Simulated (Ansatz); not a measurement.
in.yaml

```yaml
crystal:
  periodic: [false, false, false]
  atoms:
    - {symbol: Si, position_ang: [0.118417, 0.013810, 1.527140]}
    - {symbol: As, position_ang: [-0.046457, -0.022522, -0.626898]}
    - {symbol: H, position_ang: [0.030163, 1.198181, 2.390842]}
    - {symbol: H, position_ang: [0.113272, -1.306564, 2.360819]}
    - {symbol: H, position_ang: [0.010213, 1.397646, -0.706095]}
basis:
  gaussian: {orbitals: def2-SVP}
magnetization: {spin_polarized: false}
hamiltonian: {xc: hf}
output: {forces: true, orbitals: {seedname: orbitals}}
```

```sh
$ ansatz run in.yaml --threads 1 --pin off --events-out ev --progress --plain --max-ram 2393MiB
```

Roughly how long does this take on 1 thread of Arm Neoverse V2, shared host, and how much host memory?

0.66 s wall and 0.1 GiB.

```
638 factors; integrals over basis functions are off by at most 1.3e-3 eV
mean field evaluation 1: about -68693.4036 eV, gradient 1.2e1 eV
mean field evaluation 2: about -68693.4102 eV, gradient 1.2e1 eV
mean field evaluation 4: about -68694.1849 eV, gradient 2.2e0 eV
mean field evaluation 8: about -68694.2070 eV, gradient 6.8e-4 eV
mean field -68694.20695469 eV, -2524.4655429792 hartree, gradient 2.0e-5 eV, S^2 0.000000; 0 other end points of the search recorded, 0 dependent functions left out
the calculation of the forces begins
reference -68694.20695469 eV, -2524.4655429792 hartree; 25, 25 occupied and 40, 40 virtual orbitals, 638 factors
Total energy: -68694.20695469 eV, -2524.4655429792 hartree
Atom 0 at     0.118417     0.013810     1.527140 Å, force    -0.305246    -1.393781     0.600624 eV/Å
Atom 1 at    -0.046457    -0.022522    -0.626898 Å, force     0.091356    -2.151397     0.187983 eV/Å
Atom 2 at     0.030163     1.198181     2.390842 Å, force     0.152918     0.100276     0.096191 eV/Å
Atom 3 at     0.113272    -1.306564     2.360819 Å, force     0.058827     1.261238    -0.744377 eV/Å
Atom 4 at     0.010213     1.397646    -0.706095 Å, force     0.002146     2.183664    -0.140420 eV/Å
Dipole moment:     0.035094     0.145796     0.361278 e Å
```

Forces (eV/Å):
```
Si  -0.305 -1.394  0.601
As   0.091 -2.151  0.188
H    0.153  0.100  0.096
H    0.059  1.261 -0.744
H    0.002  2.184 -0.140
```
